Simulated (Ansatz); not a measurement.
Cohesive energy (eV/atom) of solids drawn from the class of tetrahedrally bonded semiconductors and semimetals, at two levels: LDA in Ansatz (plane waves, PAW), and PBEsol (Ansatz, a quantum-chemistry and plane-wave program, PAW).

```
solid                                LDA  PBEsol
----------------------------------  ----  ------
zinc-blende HgTe                    2.26    1.84
zinc-blende MgS (metastable phase)  4.27    3.95
wurtzite BN (high-pressure phase)   8.03       ?
zinc-blende HgSe                    2.44    1.99
zinc-blende InAs                    3.74       ?
zinc-blende GaSb                    3.67    3.21
zinc-blende HgS (metastable phase)  2.61    2.16
zinc-blende InSb                    3.45    2.99
```

Question: Estimate the withheld PBEsol values from the other rows.

Answer: One way: carry over the typical difference. The differences PBEsol − LDA of the other rows, in order: -0.46, -0.46, -0.45, -0.45, -0.42, -0.32; median -0.450. Wurtzite BN (high-pressure phase): 8.03 + (-0.450) = 7.58 eV/atom; the run gives 7.39 eV/atom. Zinc-blende InAs: 3.74 + (-0.450) = 3.29 eV/atom; the run gives 3.27 eV/atom. The differences spread from -0.46 to -0.32, so such an estimate is rough. Wurtzite BN (high-pressure phase) lies outside that spread. Zinc-blende InAs lies outside that spread.

Over all 8 rows PBEsol is the larger in 0.

Database compounds that came out metallic weren't drawn.

Ansatz's runs of these crystals have no spin polarisation.

Spin–orbit coupling is left out, also for the solids with elements from indium on (zinc-blende HgTe, zinc-blende HgSe, zinc-blende InAs, zinc-blende GaSb, zinc-blende HgS, zinc-blende InSb); its size isn't shown.

Free atoms are spin-polarised, in the lowest state found; at levels without +SOC their spin–orbit coupling is left out. Each level is taken at its own relaxed cell. Ansatz's density-functional and Hartree–Fock values are scalar-relativistic unless marked +SOC, with PAW data made under PBE.
